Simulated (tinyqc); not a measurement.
CCSD on RHF in the sto-3g basis, for H2O, spin multiplicity 1, step by step (part 1 of 2). Computed by tinyqc, a small Python program that keeps every step (integrals from PySCF). Settings: charge = 0, multiplicity = 1, basis = sto-3g, method = RHF, energy threshold = 1e-10, iteration cap = 58, orthogonalisation = canonical, start = core, DIIS depth = 6, amplitude equations = CCSD, DIIS depth for amplitudes = 4, cap on updates = 52. Command: `OMP_NUM_THREADS=1 python tinyqc.py 22119 22120 out.jsonl` (the two numbers bound the seeds that draw the settings). One thread of a shared host (Intel(R) Xeon(R) Processor @ 2.60GHz), about 0.3 s of CPU time with the checks. The early iterations of the SCF are left out here.

## One-electron integrals

Geometry (angstrom):
```
atom       x        y       z
O     0.0000   0.0000  0.0000
H     0.0000   0.7530  0.6590
H     0.0000  -0.7870  0.6890
```

Basis sto-3g: exponents (1/bohr^2) and contraction coefficients of normalised primitives:
```
element  l (shell)  exponent  coefficient
O            s (1)  130.7093       0.1543
O            s (1)   23.8089       0.5353
O            s (1)    6.4436       0.4446
O            s (2)    5.0332      -0.1000
O            s (2)    1.1696       0.3995
O            s (2)    0.3804       0.7001
O            p (3)    5.0332       0.1559
O            p (3)    1.1696       0.6077
O            p (3)    0.3804       0.3920
H            s (1)    3.4253       0.1543
H            s (1)    0.6239       0.5353
H            s (1)    0.1689       0.4446
```

Overlap, kinetic and nuclear-attraction integrals over the contracted functions; the nuclear repulsion is the sum of Za Zb / Rab.

nuclear repulsion = 8.621539 hartree

overlap S, order 1O 1s, 1O 2s, 1O 2px, 1O 2py, 1O 2pz, 2H 1s, 3H 1s:
$$\begin{pmatrix}
1.0000 & 0.2367 & 0.0000 & 0.0000 & 0.0000 & 0.0487 & 0.0437 \\
0.2367 & 1.0000 & 0.0000 & 0.0000 & 0.0000 & 0.4467 & 0.4184 \\
0.0000 & 0.0000 & 1.0000 & 0.0000 & 0.0000 & 0.0000 & 0.0000 \\
0.0000 & 0.0000 & 0.0000 & 1.0000 & 0.0000 & 0.2844 & -0.2717 \\
0.0000 & 0.0000 & 0.0000 & 0.0000 & 1.0000 & 0.2489 & 0.2379 \\
0.0487 & 0.4467 & 0.0000 & 0.2844 & 0.2489 & 1.0000 & 0.2423 \\
0.0437 & 0.4184 & 0.0000 & -0.2717 & 0.2379 & 0.2423 & 1.0000
\end{pmatrix}$$

kinetic energy T (hartree), order 1O 1s, 1O 2s, 1O 2px, 1O 2py, 1O 2pz, 2H 1s, 3H 1s:
$$\begin{pmatrix}
29.0032 & -0.1680 & 0.0000 & 0.0000 & 0.0000 & -0.0052 & -0.0071 \\
-0.1680 & 0.8081 & 0.0000 & 0.0000 & 0.0000 & 0.1087 & 0.0901 \\
0.0000 & 0.0000 & 2.5287 & 0.0000 & 0.0000 & 0.0000 & 0.0000 \\
0.0000 & 0.0000 & 0.0000 & 2.5287 & 0.0000 & 0.1896 & -0.1660 \\
0.0000 & 0.0000 & 0.0000 & 0.0000 & 2.5287 & 0.1659 & 0.1453 \\
-0.0052 & 0.1087 & 0.0000 & 0.1896 & 0.1659 & 0.7600 & 0.0064 \\
-0.0071 & 0.0901 & 0.0000 & -0.1660 & 0.1453 & 0.0064 & 0.7600
\end{pmatrix}$$

nuclear attraction V (hartree), order 1O 1s, 1O 2s, 1O 2px, 1O 2py, 1O 2pz, 2H 1s, 3H 1s:
$$\begin{pmatrix}
-61.6532 & -7.4280 & 0.0000 & -0.0009 & -0.0179 & -1.5696 & -1.4064 \\
-7.4280 & -10.0776 & 0.0000 & -0.0094 & -0.2151 & -3.5777 & -3.3045 \\
0.0000 & 0.0000 & -9.9327 & 0.0000 & 0.0000 & 0.0000 & 0.0000 \\
-0.0009 & -0.0094 & 0.0000 & -10.0543 & -0.0056 & -2.0193 & 1.8915 \\
-0.0179 & -0.2151 & 0.0000 & -0.0056 & -10.0259 & -1.8369 & -1.7243 \\
-1.5696 & -3.5777 & 0.0000 & -2.0193 & -1.8369 & -5.6700 & -1.4759 \\
-1.4064 & -3.3045 & 0.0000 & 1.8915 & -1.7243 & -1.4759 & -5.5125
\end{pmatrix}$$

core Hamiltonian H = T + V (hartree), order 1O 1s, 1O 2s, 1O 2px, 1O 2py, 1O 2pz, 2H 1s, 3H 1s:
$$\begin{pmatrix}
-32.6500 & -7.5960 & 0.0000 & -0.0009 & -0.0179 & -1.5747 & -1.4135 \\
-7.5960 & -9.2695 & 0.0000 & -0.0094 & -0.2151 & -3.4690 & -3.2144 \\
0.0000 & 0.0000 & -7.4040 & 0.0000 & 0.0000 & 0.0000 & 0.0000 \\
-0.0009 & -0.0094 & 0.0000 & -7.5255 & -0.0056 & -1.8297 & 1.7255 \\
-0.0179 & -0.2151 & 0.0000 & -0.0056 & -7.4971 & -1.6710 & -1.5789 \\
-1.5747 & -3.4690 & 0.0000 & -1.8297 & -1.6710 & -4.9100 & -1.4694 \\
-1.4135 & -3.2144 & 0.0000 & 1.7255 & -1.5789 & -1.4694 & -4.7525
\end{pmatrix}$$

## Two-electron integrals

Functions are numbered as in S; the eight-fold symmetry (ij|kl) = (ji|kl) = (kl|ij) leaves the list below.

Two-electron integrals (ij|kl) in chemists' order, unique and non-zero (hartree):
```
(11|11) 4.7851      (21|11) 0.7414      (21|21) 0.1369      (22|11) 1.1189
(22|21) 0.2566      (22|22) 0.8172      (31|31) 0.0245      (32|31) 0.0378
(32|32) 0.1805      (33|11) 1.1158      (33|21) 0.2567      (33|22) 0.8170
(33|33) 0.8802      (41|41) 0.0245      (42|41) 0.0378      (42|42) 0.1805
(43|43) 0.0474      (44|11) 1.1158      (44|21) 0.2567      (44|22) 0.8170
(44|33) 0.7853      (44|44) 0.8802      (51|51) 0.0245      (52|51) 0.0378
(52|52) 0.1805      (53|53) 0.0474      (54|54) 0.0474      (55|11) 1.1158
(55|21) 0.2567      (55|22) 0.8170      (55|33) 0.7853      (55|44) 0.7853
(55|55) 0.8802      (61|11) 0.1547      (61|21) 0.0283      (61|22) 0.0528
(61|33) 0.0527      (61|41) 0.0010      (61|42) 0.0018      (61|44) 0.0528
(61|51) 0.0009      (61|52) 0.0016      (61|54) 1.55e-04    (61|55) 0.0528
(61|61) 0.0059      (62|11) 0.3743      (62|21) 0.0869      (62|22) 0.3061
(62|33) 0.3010      (62|41) 0.0049      (62|42) 0.0374      (62|44) 0.3096
(62|51) 0.0043      (62|52) 0.0327      (62|54) 0.0076      (62|55) 0.3076
(62|61) 0.0183      (62|62) 0.1417      (63|31) 0.0091      (63|32) 0.0530
(63|43) 0.0078      (63|53) 0.0068      (63|63) 0.0203      (64|11) 0.2021
(64|21) 0.0475      (64|22) 0.1788      (64|33) 0.1707      (64|41) 0.0115
(64|42) 0.0737      (64|44) 0.1912      (64|51) 0.0021      (64|52) 0.0181
(64|54) 0.0111      (64|55) 0.1745      (64|61) 0.0105      (64|62) 0.1005
(64|64) 0.0908      (65|11) 0.1769      (65|21) 0.0416      (65|22) 0.1565
(65|33) 0.1494      (65|41) 0.0021      (65|42) 0.0181      (65|44) 0.1537
(65|51) 0.0109      (65|52) 0.0688      (65|54) 0.0115      (65|55) 0.1663
(65|61) 0.0092      (65|62) 0.0880      (65|64) 0.0617      (65|65) 0.0743
(66|11) 0.5120      (66|21) 0.1208      (66|22) 0.4879      (66|33) 0.4681
(66|41) 0.0089      (66|42) 0.0932      (66|44) 0.5014      (66|51) 0.0078
(66|52) 0.0815      (66|54) 0.0291      (66|55) 0.4936      (66|61) 0.0257
(66|62) 0.2834      (66|64) 0.2296      (66|65) 0.2010      (66|66) 0.7746
(71|11) 0.1387      (71|21) 0.0254      (71|22) 0.0473      (71|33) 0.0472
(71|41) -0.0009     (71|42) -0.0017     (71|44) 0.0474      (71|51) 0.0008
(71|52) 0.0014      (71|54) -1.41e-04   (71|55) 0.0474      (71|61) 0.0052
(71|62) 0.0160      (71|64) 0.0083      (71|65) 0.0080      (71|66) 0.0222
(71|71) 0.0048      (72|11) 0.3454      (72|21) 0.0802      (72|22) 0.2839
(72|33) 0.2790      (72|41) -0.0045     (72|42) -0.0350     (72|44) 0.2871
(72|51) 0.0040      (72|52) 0.0307      (72|54) -0.0071     (72|55) 0.2852
(72|61) 0.0164      (72|62) 0.1084      (72|64) 0.0527      (72|65) 0.0658
(72|66) 0.1805      (72|71) 0.0152      (72|72) 0.1232      (73|31) 0.0083
(73|32) 0.0487      (73|43) -0.0072     (73|53) 0.0063      (73|63) 0.0149
(73|73) 0.0173      (74|11) -0.1897     (74|21) -0.0446     (74|22) -0.1686
(74|33) -0.1610     (74|41) 0.0105      (74|42) 0.0683      (74|44) -0.1801
(74|51) -0.0019     (74|52) -0.0172     (74|54) 0.0104      (74|55) -0.1645
(74|61) -0.0087     (74|62) -0.0540     (74|64) -0.0118     (74|65) -0.0320
(74|66) -0.0794     (74|71) -0.0088     (74|72) -0.0889     (74|74) 0.0807
(75|11) 0.1661      (75|21) 0.0391      (75|22) 0.1476      (75|33) 0.1409
(75|41) -0.0019     (75|42) -0.0172     (75|44) 0.1450      (75|51) 0.0100
(75|52) 0.0637      (75|54) -0.0108     (75|55) 0.1567      (75|61) 0.0084
(75|62) 0.0665      (75|64) 0.0316      (75|65) 0.0547      (75|66) 0.1215
(75|71) 0.0077      (75|72) 0.0778      (75|74) -0.0555     (75|75) 0.0659
(76|11) 0.1452      (76|21) 0.0341      (76|22) 0.1312      (76|33) 0.1279
(76|41) -2.71e-05   (76|42) -3.27e-04   (76|44) 0.1303      (76|51) 0.0026
(76|52) 0.0240      (76|54) -9.57e-05   (76|55) 0.1353      (76|61) 0.0071
(76|62) 0.0612      (76|64) 0.0372      (76|65) 0.0428      (76|66) 0.1284
(76|71) 0.0064      (76|72) 0.0575      (76|74) -0.0360     (76|75) 0.0408
(76|76) 0.0330      (77|11) 0.4924      (77|21) 0.1163      (77|22) 0.4724
(77|33) 0.4534      (77|41) -0.0083     (77|42) -0.0894     (77|44) 0.4853
(77|51) 0.0073      (77|52) 0.0782      (77|54) -0.0279     (77|55) 0.4778
(77|61) 0.0238      (77|62) 0.1886      (77|64) 0.0811      (77|65) 0.1253
(77|66) 0.3376      (77|71) 0.0222      (77|72) 0.2608      (77|74) -0.2147
(77|75) 0.1880      (77|76) 0.1284      (77|77) 0.7746
```

## Orthogonalisation

S = U s U^T; canonical form X = U s^(-1/2), so that X^T S X = 1. Each column of U has its largest component positive (the first on a tie).

eigenvalues of S: [0.3823, 0.4702, 0.8805, 1.0000, 1.1036, 1.2901, 1.8733]

X, order 1O 1s, 1O 2s, 1O 2px, 1O 2py, 1O 2pz, 2H 1s, 3H 1s:
$$\begin{pmatrix}
-0.3137 & 0.0667 & 0.7458 & 0.0000 & 0.6214 & -0.0034 & 0.1538 \\
1.0903 & -0.1779 & -0.3137 & 0.0000 & 0.3232 & -0.0067 & 0.4189 \\
0.0000 & 0.0000 & 0.0000 & 1.0000 & 0.0000 & 0.0000 & 0.0000 \\
0.1695 & 0.8526 & -0.0019 & 0.0000 & -0.0079 & 0.7081 & 0.0116 \\
0.5445 & -0.0909 & 0.6552 & 0.0000 & -0.6172 & -0.0085 & 0.2122 \\
-0.8595 & -0.6975 & -0.1568 & 0.0000 & -0.1298 & 0.3562 & 0.3900 \\
-0.5144 & 0.9322 & -0.1649 & 0.0000 & -0.1329 & -0.3830 & 0.3708
\end{pmatrix}$$

## Iteration 8 (converged): orbitals

converged F (hartree), order 1O 1s, 1O 2s, 1O 2px, 1O 2py, 1O 2pz, 2H 1s, 3H 1s:
$$\begin{pmatrix}
-20.2504 & -5.1644 & 0.0000 & -0.0009 & -0.0278 & -1.0796 & -0.9698 \\
-5.1644 & -2.4324 & 0.0000 & -0.0103 & -0.1067 & -0.9529 & -0.8839 \\
0.0000 & 0.0000 & -0.3929 & 0.0000 & 0.0000 & 0.0000 & 0.0000 \\
-0.0009 & -0.0103 & 0.0000 & -0.2729 & -0.0116 & -0.3722 & 0.3577 \\
-0.0278 & -0.1067 & 0.0000 & -0.0116 & -0.3183 & -0.3764 & -0.3633 \\
-1.0796 & -0.9529 & 0.0000 & -0.3722 & -0.3764 & -0.5296 & -0.3490 \\
-0.9698 & -0.8839 & 0.0000 & 0.3577 & -0.3633 & -0.3490 & -0.4773
\end{pmatrix}$$

Diagonalise F' = X^T F X, C = X C', fill 5 alpha and 5 beta electrons from the bottom; D = 2 C_occ C_occ^T. Each column has its largest component positive (the first on a tie).

F' = X^T F X (hartree):
$$\begin{pmatrix}
0.0811 & 0.1495 & 1.7767 & 0.0000 & 1.3202 & 0.0182 & 0.2302 \\
0.1495 & 0.5991 & -0.4541 & 0.0000 & -0.3743 & 0.1218 & -0.0934 \\
1.7767 & -0.4541 & -8.7887 & 0.0000 & -8.9104 & 0.0543 & -3.6845 \\
0.0000 & 0.0000 & 0.0000 & -0.3929 & 0.0000 & 0.0000 & 0.0000 \\
1.3202 & -0.3743 & -8.9104 & 0.0000 & -9.8650 & 0.0646 & -4.0938 \\
0.0182 & 0.1218 & 0.0543 & 0.0000 & 0.0646 & -0.5609 & 0.0208 \\
0.2302 & -0.0934 & -3.6845 & 0.0000 & -4.0938 & 0.0208 & -2.7994
\end{pmatrix}$$

orbital energies (hartree): MO1 -20.2589, MO2 -1.2450, MO3 -0.5733, MO4 -0.4608, MO5 -0.3929, MO6 0.5494, MO7 0.6547

coefficients C, order 1O 1s, 1O 2s, 1O 2px, 1O 2py, 1O 2pz, 2H 1s, 3H 1s:
$$\begin{pmatrix}
0.9943 & -0.2351 & 0.0089 & 0.1027 & 0.0000 & 0.1165 & 0.0289 \\
0.0252 & 0.8563 & -0.0475 & -0.5285 & 0.0000 & -0.7377 & -0.1978 \\
0.0000 & 0.0000 & 0.0000 & 0.0000 & 1.0000 & 0.0000 & 0.0000 \\
0.0003 & 0.0103 & 0.6166 & -0.0266 & 0.0000 & 0.1945 & -0.9156 \\
0.0039 & 0.1136 & 0.0345 & 0.7411 & 0.0000 & -0.7528 & -0.1732 \\
-0.0055 & 0.1603 & 0.4583 & 0.2866 & 0.0000 & 0.5704 & 0.9499 \\
-0.0050 & 0.1440 & -0.4435 & 0.3327 & 0.0000 & 0.8780 & -0.6030
\end{pmatrix}$$

D after iteration 8, order 1O 1s, 1O 2s, 1O 2px, 1O 2py, 1O 2pz, 2H 1s, 3H 1s:
$$\begin{pmatrix}
2.1090 & -0.4618 & 0.0000 & 0.0011 & 0.1072 & -0.0193 & -0.0171 \\
-0.4618 & 2.0307 & 0.0000 & -0.0128 & -0.5918 & -0.0723 & -0.0631 \\
0.0000 & 0.0000 & 2.0000 & 0.0000 & 0.0000 & 0.0000 & 0.0000 \\
0.0011 & -0.0128 & 0.0000 & 0.7621 & 0.0055 & 0.5533 & -0.5617 \\
0.1072 & -0.5918 & 0.0000 & 0.0055 & 1.1266 & 0.4928 & 0.4952 \\
-0.0193 & -0.0723 & 0.0000 & 0.5533 & 0.4928 & 0.6358 & -0.1695 \\
-0.0171 & -0.0631 & 0.0000 & -0.5617 & 0.4952 & -0.1695 & 0.6563
\end{pmatrix}$$

## Convergence

Stop when the energy changes by less than 1e-10 hartree and every element of the error matrix X^T (F D S - S D F) X is below 3e-06.

Course of the cycle:
```
iteration  E (hartree)     change  largest element of the error matrix
1           -73.250364          -                             8.98e-01
2           -74.902567  -1.65e+00                             2.63e-01
3           -74.960460  -5.79e-02                             4.19e-02
4           -74.962288  -1.83e-03                             7.66e-03
5           -74.962367  -7.91e-05                             1.91e-03
6           -74.962376  -8.92e-06                             2.08e-04
7           -74.962376  -6.54e-08                             8.14e-06
8           -74.962376  -6.74e-11                             4.30e-07
```

PySCF RHF in the same basis = -74.962376 hartree

Converged in 8 iterations.

## Integrals over molecular orbitals

(pq|rs) = sum C_ip C_jq C_kr C_ls (ij|kl), one index at a time.

one-electron integrals over orbitals h = C^T H C (hartree):
$$\begin{pmatrix}
-32.6329 & 0.5604 & -0.0207 & -0.2330 & 0.0000 & -0.2665 & -0.0660 \\
0.5604 & -7.6180 & 0.0227 & 0.4909 & 0.0000 & 1.2691 & 0.3227 \\
-0.0207 & 0.0227 & -6.2238 & -0.0704 & 0.0000 & -0.3561 & 1.6731 \\
-0.2330 & 0.4909 & -0.0704 & -6.7744 & 0.0000 & 1.2041 & 0.1646 \\
0.0000 & 0.0000 & 0.0000 & 0.0000 & -7.4040 & 0.0000 & 0.0000 \\
-0.2665 & 1.2691 & -0.3561 & 1.2041 & 0.0000 & -5.3893 & 0.0300 \\
-0.0660 & 0.3227 & 1.6731 & 0.1646 & 0.0000 & 0.0300 & -5.5240
\end{pmatrix}$$

Two-electron integrals over orbitals (pq|rs), unique and non-zero (hartree):
```
(11|11) 4.7457      (21|11) -0.4209     (21|21) 0.0592      (22|11) 1.0092
(22|21) -0.0138     (22|22) 0.7262      (31|11) 0.0159      (31|21) -0.0019
(31|22) 0.0016      (31|31) 0.0112      (32|11) -0.0084     (32|21) 0.0009
(32|22) 0.0053      (32|31) 0.0176      (32|32) 0.1379      (33|11) 0.7900
(33|21) -0.0046     (33|22) 0.6354      (33|31) -0.0005     (33|32) -0.0018
(33|33) 0.6187      (41|11) 0.1826      (41|21) -0.0231     (41|22) 0.0148
(41|31) 0.0012      (41|32) 8.70e-05    (41|33) 0.0063      (41|41) 0.0262
(42|11) -0.1435     (42|21) 0.0090      (42|22) -0.0084     (42|31) -1.09e-05
(42|32) 0.0013      (42|33) 0.0045      (42|41) 0.0177      (42|42) 0.1265
(43|11) 0.0166      (43|21) -0.0007     (43|22) 0.0059      (43|31) -0.0034
(43|32) 0.0220      (43|33) 0.0041      (43|41) -0.0009     (43|42) -0.0081
(43|43) 0.0521      (44|11) 0.9609      (44|21) -0.0124     (44|22) 0.6645
(44|31) -3.00e-05   (44|32) -0.0076     (44|33) 0.5847      (44|41) -0.0097
(44|42) -0.0988     (44|43) 0.0073      (44|44) 0.7369      (51|51) 0.0260
(52|51) 0.0327      (52|52) 0.1464      (53|51) -0.0012     (53|52) -0.0041
(53|53) 0.0282      (54|51) -0.0133     (54|52) -0.0475     (54|53) 0.0024
(54|54) 0.0531      (55|11) 1.1153      (55|21) -0.0119     (55|22) 0.7493
(55|31) 4.45e-04    (55|32) -0.0042     (55|33) 0.6204      (55|41) 0.0051
(55|42) -0.0772     (55|43) 0.0094      (55|44) 0.7072      (55|55) 0.8802
(61|11) 0.2089      (61|21) -0.0317     (61|22) 0.0006      (61|31) 0.0036
(61|32) 0.0036      (61|33) -0.0009     (61|41) -0.0012     (61|42) -0.0207
(61|43) 2.90e-04    (61|44) 0.0177      (61|55) 0.0055      (61|61) 0.0285
(62|11) -0.2804     (62|21) 0.0059      (62|22) -0.1353     (62|31) 0.0021
(62|32) 0.0113      (62|33) -0.0737     (62|41) -0.0184     (62|42) -0.0251
(62|43) -0.0072     (62|44) -0.0694     (62|55) -0.1463     (62|61) 0.0098
(62|62) 0.0976      (63|11) 0.0744      (63|21) -0.0015     (63|22) 0.0329
(63|31) -0.0032     (63|32) 0.0315      (63|33) 0.0213      (63|41) 3.57e-04
(63|42) -0.0159     (63|43) 0.0319      (63|44) 0.0253      (63|55) 0.0408
(63|61) 2.35e-04    (63|62) -0.0206     (63|63) 0.0712      (64|11) -0.2462
(64|21) 0.0031      (64|22) -0.1088     (64|31) -0.0019     (64|32) -0.0151
(64|33) -0.0474     (64|41) -0.0006     (64|42) 0.0476      (64|43) -0.0090
(64|44) -0.1281     (64|55) -0.1338     (64|61) -0.0026     (64|62) 0.0560
(64|63) -0.0310     (64|64) 0.0885      (65|51) -0.0138     (65|52) -0.0530
(65|53) 0.0061      (65|54) -0.0021     (65|65) 0.0360      (66|11) 0.8076
(66|21) -0.0074     (66|22) 0.6099      (66|31) -0.0024     (66|32) -0.0349
(66|33) 0.5663      (66|41) 0.0190      (66|42) 0.0498      (66|43) -0.0225
(66|44) 0.5558      (66|55) 0.5907      (66|61) -0.0094     (66|62) -0.0947
(66|63) -0.0142     (66|64) -0.0419     (66|66) 0.6127      (71|11) 0.0520
(71|21) -0.0081     (71|22) -0.0006     (71|31) -0.0143     (71|32) -0.0218
(71|33) 0.0011      (71|41) 0.0007      (71|42) -0.0037     (71|43) 0.0048
(71|44) 0.0037      (71|55) 0.0013      (71|61) 0.0025      (71|62) -0.0020
(71|63) 0.0040      (71|64) 0.0019      (71|66) 0.0026      (71|71) 0.0204
(72|11) -0.0727     (72|21) 0.0014      (72|22) -0.0345     (72|31) -0.0141
(72|32) -0.0437     (72|33) -0.0135     (72|41) -0.0034     (72|42) -3.07e-04
(72|43) 0.0337      (72|44) -0.0223     (72|55) -0.0372     (72|61) -0.0021
(72|62) 0.0091      (72|63) 0.0288      (72|64) 0.0164      (72|66) -0.0256
(72|71) 0.0175      (72|72) 0.0664      (73|11) -0.3553     (73|21) 0.0071
(73|22) -0.1416     (73|31) -1.65e-04   (73|32) 0.0156      (73|33) -0.0874
(73|41) 0.0006      (73|42) 0.0794      (73|43) -1.27e-04   (73|44) -0.1447
(73|55) -0.1894     (73|61) -0.0063     (73|62) 0.0674      (73|63) -0.0164
(73|64) 0.0866      (73|66) -0.0483     (73|71) -0.0015     (73|72) 0.0241
(73|73) 0.1544      (74|11) -0.0339     (74|21) 4.40e-04    (74|22) -0.0118
(74|31) 0.0091      (74|32) 0.0756      (74|33) -0.0081     (74|41) -0.0007
(74|42) 0.0026      (74|43) 0.0044      (74|44) -0.0200     (74|55) -0.0177
(74|61) 0.0026      (74|62) 0.0137      (74|63) 0.0422      (74|64) -0.0042
(74|66) -0.0320     (74|71) -0.0118     (74|72) -0.0129     (74|73) 0.0243
(74|74) 0.0700      (75|51) -0.0034     (75|52) -0.0132     (75|53) -0.0228
(75|54) 0.0012      (75|65) 0.0029      (75|75) 0.0248      (76|11) -0.0036
(76|21) 3.28e-04    (76|22) 0.0048      (76|31) 0.0076      (76|32) 0.0824
(76|33) -0.0048     (76|41) 0.0032      (76|42) 0.0114      (76|43) 0.0489
(76|44) -0.0119     (76|55) -0.0026     (76|61) -0.0007     (76|62) -0.0079
(76|63) 0.0515      (76|64) -0.0159     (76|66) -0.0342     (76|71) -0.0099
(76|72) 0.0077      (76|73) 0.0222      (76|74) 0.0517      (76|76) 0.0951
(77|11) 0.8434      (77|21) -0.0087     (77|22) 0.6167      (77|31) 0.0042
(77|32) 0.0397      (77|33) 0.5977      (77|41) 0.0049      (77|42) -0.0116
(77|43) 0.0241      (77|44) 0.5867      (77|55) 0.6128      (77|61) 0.0043
(77|62) -0.0640     (77|63) 0.0432      (77|64) -0.0514     (77|66) 0.5461
(77|71) -0.0039     (77|72) -0.0130     (77|73) -0.0771     (77|74) 0.0202
(77|76) 0.0353      (77|77) 0.6227
```

## CCSD: starting amplitudes

t_ij^ab = <ij||ab> / (e_i + e_j - e_a - e_b), whose energy is MP2.

Starting amplitudes (spin orbitals 1a, 1b, ...; amplitudes related by a flip of all spins are not repeated; the 24 largest):
```
from      to        t
3a 3b  7a 7b  -0.0629
4a 4b  6a 6b  -0.0438
3a 4b  6b 7a   0.0387
3a 3b  6a 6b  -0.0317
4a 4b  7a 7b  -0.0314
2a 2b  6a 6b  -0.0272
2a 3b  6a 7b  -0.0223
2a 4b  6a 6b  -0.0200
3a 4a  6a 7a   0.0198
5a 5b  6a 6b  -0.0191
3a 4b  6a 7b  -0.0188
2a 2b  7a 7b  -0.0175
3a 4b  6a 6b   0.0145
2a 3a  6a 7a  -0.0128
5a 5b  7a 7b  -0.0118
3a 4b  7a 7b  -0.0104
2a 3b  6b 7a   0.0095
2a 3b  7a 7b  -0.0077
2a 3b  6a 6b   0.0071
3a 3b  6a 7b   0.0070
2a 4b  6b 7a   0.0056
2a 4b  6a 7b  -0.0047
2a 4b  7a 7b   0.0043
2a 2b  6a 7b  -0.0025
```

correlation energy = -0.042548 hartree

## CCSD: amplitude update 1

t_i^a D_i^a and t_ij^ab D_ij^ab are set to the remaining terms of the spin-orbital equations, evaluated with the old amplitudes; for the doubles these are <ij||ab> + 1/2 <ab||ef> t_ij^ef + 1/2 <mn||ij> t_mn^ab + P(ij)P(ab) <mb||ej> t_im^ae + terms in t^2 + terms with t1, D the orbital-energy denominators.

Amplitudes after update 1 (spin orbitals 1a, 1b, ...; amplitudes related by a flip of all spins are not repeated; the 24 largest):
```
from      to        t
3a 3b  7a 7b  -0.0799
4a 4b  6a 6b  -0.0548
3a 4b  6b 7a   0.0494
3a 3b  6a 6b  -0.0432
4a 4b  7a 7b  -0.0409
2a 2b  6a 6b  -0.0309
3a 4b  6a 7b  -0.0290
2a 4b  6a 6b  -0.0281
2a 3b  6a 7b  -0.0276
5a 5b  6a 6b  -0.0235
3a 4a  6a 7a   0.0203
3a 4b  6a 6b   0.0203
2a 2b  7a 7b  -0.0190
2a 3b  6b 7a   0.0153
3a 4b  7a 7b  -0.0141
5a 5b  7a 7b  -0.0128
2a 3a  6a 7a  -0.0123
2a 3b  7a 7b  -0.0104
2a 3b  6a 6b   0.0095
3a 3b  6a 7b   0.0083
4a        6a   0.0070
2a 4b  6b 7a   0.0069
2a 4b  6a 7b  -0.0061
4a 4b  6a 7b   0.0035
```

correlation energy = -0.053847 hartree
